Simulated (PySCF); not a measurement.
All of these have the formula C6H12. Theory: PySCF, TDDFT PBE0/def2-SVPD, vertical, gas phase, core orbitals frozen in the response. Geometries: PBE0-D3(BJ)/def2-SVP; one conformer of each isolated species. Triplets are in the Tamm–Dancoff approximation.

A. `C=C(CC)CC`
B. `C1CCCCC1`
C. `C[C@H]1C[C@H](C)C1`
D. `C=CC(C)(C)C`

Lowest singlet levels (six at most, fewer where fewer were computed) with oscillator strengths:

1. 7.02 eV (f 0.048); 7.42 eV (f 0.423); 7.71 eV (f 0.002); 7.76 eV (f 0.000); 7.85 eV (f 0.002); 8.23 eV (f 0.008); T1 4.40 eV
2. 7.81 eV (f 0.001); 8.03 eV (f 0.087); 8.07 eV (f 0.014); 8.29 eV (f 0.001); 8.33 eV (f 0.003); 8.44 eV (f 0.042); T1 7.65 eV
3. 6.68 eV (f 0.021); 7.03 eV (f 0.359); 7.34 eV (f 0.014); 7.63 eV (f 0.002); 7.67 eV (f 0.047); 7.76 eV (f 0.016); T1 4.26 eV
4. 8.05 eV (f 0.000 summed over 2 states); 8.39 eV (f 0.000); 8.55 eV (f 0.000 summed over 2 states); 8.70 eV (f 0.003); 8.74 eV (f 0.073 summed over 2 states); 8.76 eV (f 0.000) [of 10 roots; the last level is left out, as the window may have cut its degenerate partner]; T1 7.85 eV

Problem. Which spectrum belongs to which structure?

Solution. 1 = D, 2 = C, 3 = A, 4 = B.
- A: S1 at 6.68 eV, HOMO→LUMO+1 (95%); Löwdin shares by element: HOMO carbon 82% or more (atoms not listed hold the other 18%); LUMO carbon 60% or more, hydrogen 13% or more (atoms not listed hold the other 28%); HOMO -7.04 and LUMO 0.42 eV; point group C2.
- B: S1 at 8.05 eV, HOMO-1/HOMO→LUMO (99%); Löwdin shares by element: HOMO (one of a set within 0.03 eV) carbon 49% or more (atoms not listed hold the other 51%); LUMO carbon 31% or more (atoms not listed hold the other 69%); HOMO -8.36 and LUMO 0.80 eV; point group D3d, 6 of its 9 listed states under f = 0.0005.
- C: S1 at 7.81 eV, HOMO→LUMO (98%); Löwdin shares by element: HOMO carbon 61% or more (atoms not listed hold the other 39%); LUMO carbon 39% or more (atoms not listed hold the other 61%); HOMO -8.08 and LUMO 0.85 eV; point group Cs.
- D: S1 at 7.02 eV, HOMO→LUMO+1 (93%); Löwdin shares by element: HOMO carbon 80% or more (atoms not listed hold the other 20%); LUMO carbon 68% or more, hydrogen 12% or more (atoms not listed hold the other 20%); HOMO -7.39 and LUMO 0.38 eV; point group Cs, 1 of its 6 listed states under f = 0.0005.

A slash joins orbitals within 0.01 eV of each other, whose weights are summed (≥ marks a lower bound).
